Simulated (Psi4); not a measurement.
# BH4O− (SMILES [BH3-]O) at 6 levels

Aim: a comparison of 6 runs (HF/STO-3G, HF/def2-TZVP, HF/cc-pCVTZ, B3LYP/6-31G*) of BH4O−. 

The calculation is run with Psi4 1.11.

### Step 1. Starting point

BH4O−: 6 atoms, total charge -1, spin state singlet. SMILES: `[BH3-]O`. Geometry: relaxed at GFN2-xTB.

Bond lengths: B1–O2 1.506 Å, B1–H3 1.247 Å, B1–H4 1.218 Å, B1–H5 1.247 Å, O2–H6 0.957 Å. Angles: B1–O2–H6 105.4°, O2–B1–H3 110.8°, O2–B1–H4 108.0°, O2–B1–H5 110.8°, H3–B1–H4 109.7°, H3–B1–H5 107.7°, H4–B1–H5 109.8°.

### Step 2. Energy and forces at HF/STO-3G (run 1)

Contents of bh4o.py:

```python
import psi4

psi4.set_memory(1600000000)
psi4.set_num_threads(1)
psi4.core.set_output_file('run.log', False)

mol = psi4.geometry("""
-1 1
B     -0.074670    -0.173680    -0.316420
O     -0.013550     1.016190     0.603980
H      1.062740    -0.650510    -0.499740
H     -0.542300     0.195170    -1.379270
H     -0.789000    -1.072510     0.169030
H      0.356770     0.685330     1.422430
symmetry c1
no_reorient
no_com
""")

psi4.set_options(dict(basis='STO-3G', reference='rhf', puream=True, e_convergence=1e-09, d_convergence=1e-08, scf_type='pk'))

E, wfn = psi4.gradient('hf', return_wfn=True)
psi4.oeprop(wfn, 'MAYER_INDICES', 'MULLIKEN_CHARGES', 'LOWDIN_CHARGES', title='HF')
print('gradient / Eh bohr^-1')
print(E.np.round(6))
print(f'energy = {wfn.energy():.10f} Eh')
```

On the command line:

```console
$ python bh4o.py
```

run.log:

```text
[...]
  Running in c1 symmetry.
[...]
  Nuclear repulsion =   33.272252130286205
[...]
  Multiplicity = 1
[...]
  Nalpha       = 9
  Nbeta        = 9
[...]
    Number of basis functions: 14
[...]
   @RHF iter   1:  -100.35503747557590   -1.79361e+00   1.93229e-02 ADIIS/DIIS
[...]
   @RHF iter   9:  -100.41422326191943   -2.17426e-12   9.73264e-09 DIIS
[...]
  @RHF Final Energy:  -100.41422326191943
   => Energetics <=
    Nuclear Repulsion Energy =             33.2722521302862049
    One-Electron Energy =                -209.8751568517544683
    Two-Electron Energy =                  76.1886814595488318
    Total Energy =                       -100.4142232619194317
[...]
 Multipole Moments:
 ------------------------------------------------------------------------------------
     Multipole            Electronic (a.u.)      Nuclear  (a.u.)        Total (a.u.)
 ------------------------------------------------------------------------------------
 L = 1.  Multiply by 2.5417464519 to convert [e a0] to [Debye]
 Dipole X            :          0.9873009           -0.7436828            0.2436181
 Dipole Y            :        -12.2869579           12.1293961           -0.1575618
 Dipole Z            :         -5.0206289            5.5977278            0.5770989
 Magnitude           :                                                    0.6459247
[...]
  -Total Gradient:
     Atom            X                  Y                   Z
    ------   -----------------  -----------------  -----------------
       1       -0.004283456326     0.015360128319    -0.001711175176
       2        0.019588408773    -0.007778003158     0.049418631759
       3        0.027938023634    -0.011329738998    -0.003053112532
       4       -0.008329728891     0.007243379163    -0.018587446522
       5       -0.016713687573    -0.021435451694     0.013085269341
       6       -0.018199559618     0.017939686368    -0.039152166870
[...]
  Mulliken Charges: (a.u.)
   Center  Symbol    Alpha    Beta     Spin     Total
       1     B     2.46834  2.46834  0.00000  0.06333
       2     O     4.22392  4.22392  0.00000 -0.44784
       3     H     0.61852  0.61852  0.00000 -0.23704
       4     H     0.60886  0.60886  0.00000 -0.21773
       5     H     0.61847  0.61847  0.00000 -0.23694
       6     H     0.46189  0.46189  0.00000  0.07622
   Total alpha =  9.00000, Total beta =  9.00000, Total charge = -1.00000
  Lowdin Charges: (a.u.)
   Center  Symbol    Alpha    Beta     Spin     Total
[...]
```

The script printed:

```text
gradient / Eh bohr^-1
[[-0.004283  0.01536  -0.001711]
 [ 0.019588 -0.007778  0.049419]
 [ 0.027938 -0.01133  -0.003053]
 [-0.00833   0.007243 -0.018587]
 [-0.016714 -0.021435  0.013085]
 [-0.0182    0.01794  -0.039152]]
energy = -100.4142232619 Eh
```

Wall time 0.93 s (1 thread of AMD EPYC 9B45 (Zen 5), shared host); peak memory 0.18 GiB.

### Step 3. The energy at HF/def2-TZVP (run 2)

Contents of bh4o.xyz:

```xyz
6
BH4O
B     -0.074670    -0.173680    -0.316420
O     -0.013550     1.016190     0.603980
H      1.062740    -0.650510    -0.499740
H     -0.542300     0.195170    -1.379270
H     -0.789000    -1.072510     0.169030
H      0.356770     0.685330     1.422430
```

Contents of job.py:

```python
import psi4

psi4.set_memory('1600 MB')
psi4.set_num_threads(1)
psi4.set_output_file('run.log', False)

with open('bh4o.xyz') as f:
    atoms = ''.join(f.readlines()[2:])
m = psi4.geometry('-1 1\n' + atoms + 'symmetry c1')

psi4.set_options({
    'reference': 'rhf',
    'puream': True,
    'e_convergence': 1e-09,
    'd_convergence': 1e-08,
    'scf_type': 'pk',
})

result, w = psi4.energy('hf/def2-TZVP', return_wfn=True)
psi4.oeprop(w, 'DIPOLE', 'LOWDIN_CHARGES', 'WIBERG_LOWDIN_INDICES', title='HF')
print(f'total energy {result:.8f} hartree = {result * 27.211386:.5f} eV')
```

On the command line:

```console
$ python job.py
```

run.log:

```text
[...]
  Running in c1 symmetry.
[...]
  Nuclear repulsion =   33.272252130286205
[...]
  Multiplicity = 1
[...]
  Nalpha       = 9
  Nbeta        = 9
[...]
    Number of basis functions: 86
[...]
   @RHF iter   1:  -101.77896259593460   -8.22986e-01   6.21594e-03 DIIS/ADIIS
[...]
   @RHF iter  11:  -101.91952040781625   -3.36797e-12   4.63006e-09 DIIS
[...]
    Orbital Energies [Eh]
    ---------------------
    Doubly Occupied:
       1A    -20.291859     2A     -7.323535     3A     -1.068013
       4A     -0.474022     5A     -0.383352     6A     -0.289306
       7A     -0.279774     8A     -0.184195     9A     -0.154173
[...]
  @RHF Final Energy:  -101.91952040781625
   => Energetics <=
    Nuclear Repulsion Energy =             33.2722521302862049
    One-Electron Energy =                -209.4870874500360287
    Two-Electron Energy =                  74.2953149119335734
    Total Energy =                       -101.9195204078162504
[...]
 Multipole Moments:
 ------------------------------------------------------------------------------------
     Multipole            Electronic (a.u.)      Nuclear  (a.u.)        Total (a.u.)
 ------------------------------------------------------------------------------------
 L = 1.  Multiply by 2.5417464519 to convert [e a0] to [Debye]
 Dipole X            :          0.0082007            0.2395688            0.2477695
 Dipole Y            :          2.4255067           -1.8370673            0.5884394
 Dipole Z            :          1.5566061           -0.4962490            1.0603571
 Magnitude           :                                                    1.2377430
[...]
```

The script printed:

```text
total energy -101.91952041 hartree = -2773.37141 eV
```

Run time: 1.5 s. Hardware: 1 thread of AMD EPYC 9B45 (Zen 5), shared host; peak memory 0.3 GiB.

### Step 4. The energy at HF/cc-pCVTZ (run 3)

bh4o.xyz is that of step 3.

Contents of bh4o.py:

```python
import psi4

psi4.set_memory(1600000000)
psi4.set_num_threads(1)
psi4.set_output_file('bh4o.out', False)

with open('bh4o.xyz') as f:
    atoms = ''.join(f.readlines()[2:])
geom = psi4.geometry('-1 1\n' + atoms + 'symmetry c1')

psi4.set_options({
    'reference': 'rhf',
    'scf_type': 'direct',
})

E = psi4.energy('hf/cc-pCVTZ')
print('E =', round(E, 9))
for k, v in sorted(psi4.core.scalar_variables().items()):
    print(f'{k:45s} {v:18.10f}')
```

On the command line:

```console
$ python bh4o.py
```

bh4o.out:

```text
[...]
  Running in c1 symmetry.
[...]
  Nuclear repulsion =   33.272252130286205
[...]
  Multiplicity = 1
[...]
  Nalpha       = 9
  Nbeta        = 9
[...]
    Number of basis functions: 142
[...]
   @DF-RHF iter   1:  -101.78124172307643   -8.21651e-01   3.69795e-03 DIIS/ADIIS
[...]
   @RHF iter   9:  -101.91613334889956   -4.67359e-08   3.05273e-07 DIIS
[...]
    Orbital Energies [Eh]
    ---------------------
    Doubly Occupied:
       1A    -20.287681     2A     -7.322129     3A     -1.065550
       4A     -0.471798     5A     -0.381208     6A     -0.287232
       7A     -0.277594     8A     -0.182851     9A     -0.152293
[...]
  @RHF Final Energy:  -101.91613334889956
   => Energetics <=
    Nuclear Repulsion Energy =             33.2722521302862049
    One-Electron Energy =                -209.5200975096626621
    Two-Electron Energy =                  74.3317120304768935
    Total Energy =                       -101.9161333488995638
[...]
 Multipole Moments:
 ------------------------------------------------------------------------------------
     Multipole            Electronic (a.u.)      Nuclear  (a.u.)        Total (a.u.)
 ------------------------------------------------------------------------------------
 L = 1.  Multiply by 2.5417464519 to convert [e a0] to [Debye]
 Dipole X            :         -0.0013220            0.2395688            0.2382468
 Dipole Y            :          2.4673145           -1.8370673            0.6302472
 Dipole Z            :          1.5566410           -0.4962490            1.0603920
 Magnitude           :                                                    1.2563456
[...]
```

On the terminal:

```text
E = -101.916133349
CURRENT ENERGY                                   -101.9161333489
CURRENT REFERENCE ENERGY                         -101.9161333489
DD SOLVATION ENERGY                                 0.0000000000
HF KINETIC ENERGY                                 101.9286292385
HF POTENTIAL ENERGY                              -203.8447625874
HF TOTAL ENERGY                                  -101.9161333489
HF VIRIAL RATIO                                     1.9998774055
NUCLEAR REPULSION ENERGY                           33.2722521303
ONE-ELECTRON ENERGY                              -209.5200975097
PCM POLARIZATION ENERGY                             0.0000000000
PE ENERGY                                           0.0000000000
SCF ITERATION ENERGY                             -101.9161333489
SCF ITERATIONS                                      9.0000000000
SCF TOTAL ENERGY                                 -101.9161333489
TWO-ELECTRON ENERGY                                74.3317120305
```

It took 3.9 s on 1 thread of AMD EPYC 9B45 (Zen 5), shared host; peak memory 0.24 GiB.

Runs 4 to 5 aren't shown in full; the table further down has their settings and results.

### Step 5. Energy and forces at B3LYP/6-31G(d) (Cartesian functions) (run 6)

Contents of input.inp:

```
memory 1.6 GB

molecule geom {
  -1 1
  B
  O 1 r2
  H 1 r3 2 a3
  H 1 r4 3 a4 2 d4
  H 1 r5 4 a5 3 d5
  H 2 r6 1 a6 4 d6

  r2 = 1.505544
  r3 = 1.246866
  a3 = 110.79883
  r4 = 1.218351
  a4 = 109.7335
  d4 = 119.21777
  r5 = 1.246525
  a5 = 109.76027
  d5 = -118.18543
  r6 = 0.957322
  a6 = 105.37986
  d6 = 179.97447
  symmetry c1
  no_reorient
  no_com
}

set {
  basis                6-31G*
  puream               false
  e_convergence        1e-09
  d_convergence        1e-08
  scf_type             pk
  dft_radial_points    99
  dft_spherical_points 590
}

e, wfn = gradient('b3lyp', return_wfn=True)
oeprop(wfn, 'LOWDIN_CHARGES', 'QUADRUPOLE', 'MAYER_INDICES', title='B3LYP')
print_variables()
```

On the command line:

```console
$ psi4 input.inp input.out -n 1
```

input.out:

```text
[...]
  Running in c1 symmetry.
[...]
  Nuclear repulsion =   33.272250106991066
[...]
  Multiplicity = 1
[...]
  Nalpha       = 9
  Nbeta        = 9
[...]
    Number of basis functions: 38
[...]
   @RKS iter   1:  -102.23286354112669   -3.60262e-01   1.93145e-02 DIIS/ADIIS
[...]
   @RKS iter  10:  -102.49544826588729   -7.24754e-13   2.01467e-09 DIIS
[...]
    Orbital Energies [Eh]
    ---------------------
    Doubly Occupied:
       1A    -18.861243     2A     -6.456181     3A     -0.710855
       4A     -0.256679     5A     -0.177832     6A     -0.087432
       7A     -0.085959     8A     -0.024557     9A      0.016593
[...]
  @RKS Final Energy:  -102.49544826588729
   => Energetics <=
    Nuclear Repulsion Energy =             33.2722501069910663
    One-Electron Energy =                -209.8560846427813260
    Two-Electron Energy =                  85.7614665242278562
    DFT Exchange-Correlation Energy =     -11.6730802543248888
    Empirical Dispersion Energy =           0.0000000000000000
    VV10 Nonlocal Energy =                  0.0000000000000000
    Total Energy =                       -102.4954482658872905
[...]
  -Total Gradient:
     Atom            X                  Y                   Z
    ------   -----------------  -----------------  -----------------
       1       -0.006785813430    -0.004072886590    -0.007845215590
       2        0.010554134707     0.006150413541    -0.002670837386
       3        0.000519950183    -0.003006710124     0.004355138585
       4        0.006617843809     0.003873846120     0.003635088229
       5       -0.002431663682     0.001992174077     0.004398907242
       6       -0.008474353002    -0.004936777543    -0.001873001579
[...]
 Multipole Moments:
 ------------------------------------------------------------------------------------
     Multipole            Electronic (a.u.)      Nuclear  (a.u.)        Total (a.u.)
 ------------------------------------------------------------------------------------
 L = 1.  Multiply by 2.5417464519 to convert [e a0] to [Debye]
 Dipole X            :         -0.2710633            0.6865443            0.4154810
 Dipole Y            :         -0.1590145            0.4003046            0.2412900
 Dipole Z            :          2.9243029           -1.7455330            1.1787699
 Magnitude           :                                                    1.2729273
 L = 2.  Multiply by 1.3450342976 to convert [e a0^2] to [Debye ang]
 Quadrupole XX       :        -22.6120672            9.4127563          -13.1993109
 Quadrupole XY       :         -0.6318287            1.2652700            0.6334412
[...]
```

Run time: 4.5 s. Hardware: 1 thread of AMD EPYC 9B45 (Zen 5), shared host; peak memory 0.6 GiB.

### Step 6. The series

```csv
run,level,task,integrals,energy (Eh),HOMO energy (eV),LUMO energy (eV),HOMO–LUMO gap (eV),wall time
1,HF/STO-3G,gradient,pk,-100.414223,-0.41,24.84,25.25,0.93 s
2,HF/def2-TZVP,energy,pk,-101.919520,-4.20,8.86,13.05,1.5 s
3,HF/cc-pCVTZ,energy,direct,-101.916133,-4.14,9.34,13.49,3.9 s
4,HF/cc-pCVTZ (DKH2),energy,direct,-101.971302,-4.14,9.34,13.48,3.9 s
5,B3LYP/6-31G* (spherical functions),gradient,pk,-102.493313,0.46,8.34,7.88,4.5 s
6,B3LYP/6-31G* (Cartesian functions),gradient,pk,-102.495448,0.45,8.27,7.82,4.5 s
```

### Step 7. What came out

| quantity | value |
| --- | --- |
| run 6: total energy | -102.49545 Eh |
| run 6: HOMO energy | 0.45 eV |
| run 6: LUMO energy | 8.27 eV |
| run 6: HOMO–LUMO gap (to an unbound level, set by the basis) | 7.82 eV |
| run 6: largest force on an atom | 0.643 eV/Å |

In words: The HOMO–LUMO gap runs from 7.82 eV (B3LYP/6-31G*) to 25.25 eV (HF/STO-3G). The two ends differ in method and basis. The empty levels of an anion lie above zero and hang on the basis. In runs 5, 6 the HOMO lies above zero, so the outermost electron may be held by the basis alone. In run 1 the basis is minimal, so the values are rough. All runs together took 19 s, the longest 4.5 s.
